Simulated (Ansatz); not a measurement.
A nudged elastic band was laid between two geometries of FH3Si + H2S (8 atoms, charge 0, multiplicity 1).

Level of theory: RKS PBE0/6-31G* in Ansatz.

```
movable images  : 5
climbing image  : yes
spring          : 5.0 eV/Å²
optimiser       : quadratic models (default)
start path      : through a guess of the saddle point
force threshold : 0.05 eV/Å
iteration limit : 60
end points      : relaxed
```

Initial state:

```xyz
8
Properties=species:S:1:pos:R:3
Si 0.518 0.087 -0.229
F 0.083 -0.180 1.307
H 2.000 0.007 -0.313
H 0.057 1.438 -0.635
H -0.096 -0.954 -1.091
S -3.417 0.060 1.245
H -3.581 -1.270 1.135
H -2.150 -0.061 1.682
```

Final state:

```xyz
8
Properties=species:S:1:pos:R:3
Si -0.392 -0.107 -0.529
F -0.327 0.717 2.636
H 0.587 -0.929 0.224
H -0.036 1.329 -0.507
H -0.494 -0.605 -1.927
S -2.343 -0.190 0.413
H -2.426 -1.530 0.502
H -1.158 0.442 2.288
```

**Question.** Which bonds break or form, and what moves?

**Answer.** Bonds broken: Si1–F2, S6–H8. Bonds formed: Si1–S6, F2–H8. FH3Si + H2S becomes FH + H4SSi.

**Question.** What energy profile does the band end with?

**Answer.** The run converged. The highest image is number 4 of 0 to 6, 1.77 eV above the first end and 1.06 eV above the last; the last end lies 0.71 eV above the first. A vibrational analysis at the climbing image gives one clearly imaginary mode, 590i cm⁻¹: a first-order saddle point. The orbitals stay closed-shell, which can raise the energy where a bond breaks towards radicals; this wasn't checked here.

```
image  path coordinate (Å)  energy (eV)  Si1–F2 (Å)  S6–H8 (Å)  Si1–S6 (Å)
    0                 0.00         0.00        1.62       1.35        4.20
    1                 0.68         0.00        1.62       1.35        3.90
    2                 1.37         0.09        1.62       1.35        3.41
    3                 2.05         0.71        1.67       1.38        2.84
    4                 2.74         1.77        1.95       1.68        2.43
    5                 3.70         0.98        2.73       2.05        2.20
    6                 4.66         0.71        3.27       2.31        2.17
```

**Question.** What is the geometry of the highest image?

**Answer.** 
```xyz
8
Properties=species:S:1:pos:R:3
Si -0.220 0.027 -0.144
F -0.175 0.074 1.802
H 1.203 -0.386 0.047
H -0.258 1.453 -0.541
H -0.637 -0.886 -1.251
S -2.512 0.042 0.673
H -2.708 -1.290 0.695
H -1.281 0.094 1.820
```

**Question.** What are the harmonic wavenumbers there?

**Answer.** 590i, 150, 338, 354, 427, 544, 716, 757, 865, 964, 1010, 1095, 1118, 1632, 2206, 2229, 2309, 2737 cm⁻¹.

The band took 13 iterations and about 3 core-minutes.

The run took 3.5 min on 1 thread of AMD EPYC 7R43 64-Core Processor (Zen 3) (shared host), peak memory 0.14 GiB.
